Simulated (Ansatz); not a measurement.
**C2H5NO: how energies converge with the basis set**

Aim: see how fast density functionals converge with the basis set for C2H5NO.

Program: Ansatz 0.2.0, Gaussian basis. Level of theory: one geometry, several basis sets. These are calculated values, not measurements.

Levels to be run: PBE0-D4/def2-SVP; ωB97M-V/def2-SVP; PBE0-D4/def2-QZVPP; ωB97M-V/def2-QZVPP; the functionals' def2-TZVPP values are taken from earlier runs.

### Step 1. The relaxed structure

The geometry comes from an earlier relaxation with PBE0-D4 in a triple-zeta def2 set; it is a stationary point, not always the lowest conformer.

SMILES `C=NCO`, 9 atoms, charge 0, spin multiplicity 1.

Atoms are counted from 1 here; the program's logs count them from 0.

Bond lengths: C1–N2 1.257 Å, C1–H5 1.090 Å, C1–H6 1.098 Å, N2–C3 1.442 Å, C3–O4 1.397 Å, C3–H7 1.098 Å, C3–H8 1.100 Å, O4–H9 0.963 Å. Angles: N2–C1–H5 119.5°, N2–C1–H6 123.3°, H5–C1–H6 117.3°, C1–N2–C3 118.2°, N2–C3–O4 110.5°, N2–C3–H7 112.9°, N2–C3–H8 106.8°, O4–C3–H7 106.5°, O4–C3–H8 111.5°, H7–C3–H8 108.6°, C3–O4–H9 107.1°.

As a file:

```mol
C2H5NO
  3D, bonds by distance, orders not assigned

  9  8  0  0  0  0  0  0  0  0999 V2000
   -1.5085   -0.1329    0.0960 C   0  0
   -0.3799   -0.6017   -0.1988 N   0  0
    0.7528    0.2898   -0.1847 C   0  0
    1.8108   -0.2752    0.5310 O   0  0
   -2.3810   -0.7852    0.0773 H   0  0
   -1.6705    0.9167    0.3765 H   0  0
    0.5326    1.2541    0.2926 H   0  0
    1.0282    0.4720   -1.2341 H   0  0
    1.9040   -1.1840    0.2273 H   0  0
  1  2  8  0
  2  3  8  0
  3  4  8  0
  1  5  8  0
  1  6  8  0
  3  7  8  0
  3  8  8  0
  4  9  8  0
M  END
```

### Step 2. PBE0-D4 in def2-SVP

in.yaml

```yaml
crystal:
  periodic: [false, false, false]
  atoms:
    - {symbol: C, position_ang: [-1.508479, -0.132905, 0.095960]}
    - {symbol: N, position_ang: [-0.379936, -0.601674, -0.198795]}
    - {symbol: C, position_ang: [0.752762, 0.289828, -0.184719]}
    - {symbol: O, position_ang: [1.810819, -0.275199, 0.531015]}
    - {symbol: H, position_ang: [-2.381001, -0.785181, 0.077288]}
    - {symbol: H, position_ang: [-1.670535, 0.916731, 0.376459]}
    - {symbol: H, position_ang: [0.532566, 1.254068, 0.292592]}
    - {symbol: H, position_ang: [1.028214, 0.472022, -1.234122]}
    - {symbol: H, position_ang: [1.903990, -1.183991, 0.227322]}
basis:
  gaussian: {orbitals: def2-SVP}
hamiltonian: {xc: pbe0, dispersion: d4}
output: {orbitals: {seedname: orbitals}}
```

Launch:

```console
$ ansatz run in.yaml --threads 2 --pin off --events-out ev --progress --plain --max-ram 4352MiB
```

After this run come: ωB97M-V in def2-SVP; PBE0-D4 in def2-QZVPP; ωB97M-V in def2-QZVPP.

Before running them: what should the planned runs give, taken together? Wanted: PBE0-D4: double and triple zeta above quadruple; ωB97M-V: double and triple zeta above quadruple.

**Answer**, as computed:

```
                                       quantity          value
PBE0-D4: double and triple zeta above quadruple  6.98, 0.33 eV
ωB97M-V: double and triple zeta above quadruple  7.24, 0.32 eV
```

In words: PBE0-D4 gains 6.66 eV from double to triple zeta, then 0.33 eV more. Total energies overstate the basis error of differences, where much of it tends to cancel. The LUMO of ωB97M-V is positive and keeps falling with the basis (1.98 to 1.39 eV): an unbound level that the basis holds in place.
